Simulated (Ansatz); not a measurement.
Energy needed to pull apart CH2ClF (SMILES FCCl), singlet, into free ground-state atoms, from the structure below (displaced at random from a GFN2-xTB minimum); no zero-point or spin–orbit terms; open-shell atoms are treated unrestricted, in their ground-state multiplicity.

F1  (-0.948, 0.567, 0.729)
C2  (0.105, 0.055, 0.057)
Cl3  (-0.428, -1.245, -0.994)
H4  (0.877, -0.360, 0.790)
H5  (0.515, 0.934, -0.561)
(Å)

Ansatz 0.2.0; basis: def2-TZVPP; cores frozen in the correlated methods.

```tsv
method	atomization energy (kJ/mol)
SPW92	?
PBE-D4	1730
BLYP-D4	1672
r2SCAN-D4	1678
PBE0-D4	?
wB97M-V	1677
HF	1170
MP2	1668
CCSD	1591
CCSD(T)	1622
```

Problem. What does SPW92 give? (To be estimated.)

Solution. The calculation gives: 1975 kJ/mol, which is about 353 kJ/mol more than CCSD(T)/def2-TZVPP.

Problem. What does PBE0-D4 give? (An estimate is asked for; the value comes from the calculation.)

Solution. By the calculation: 1679 kJ/mol, which is about 57 kJ/mol more than CCSD(T)/def2-TZVPP.

In triple zeta the MP2 and coupled-cluster atomization energies are still short of their basis limit by a few kcal/mol a bond, whereas those of the functionals are nearly converged, so these differences are not deviations from converged CCSD(T).

The T1 diagnostic stays at or below 0.011.

For scale, one of the runs: CCSD(T)/def2-TZVPP forces, 132 basis functions (an equivalent command: `ansatz run in.yaml --threads 4`). The run took 36 s on 4 CPU threads (shared host), with 1.2 GiB of host memory at its peak.
